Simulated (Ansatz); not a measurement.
System: Cl2, charge 0, singlet. Cl2 (molecular chlorine, SMILES ClCl).
B3LYP-D3(BJ)/def2-TZVP minimum from Ansatz (an electronic-structure program):
```
Cl
Cl 1 2.0135
```
Charge 0, spin multiplicity 1.

Total energies in cc-pV(Q+d)Z, 14 correlated electrons, 10 frozen orbitals. UHF or UKS for unpaired electrons; spin-orbit terms are left out. Cores are frozen in correlated methods. No relativity.

```csv
method,program,energy (Eh),minus CCSDT(Q) (mEh)
HF,Ansatz,-919.00825,473.23
MP2,Ansatz,-919.42699,54.49
CCSD,Ansatz,-919.45753,23.95
CCSD(T),Ansatz,-919.47931,2.17
CCSDT(Q),Ansatz,-919.48148,0.00
```

Rough core times of Ansatz's runs on a shared machine: CCSD(T) under 20 s, CCSDT(Q) 10 min.
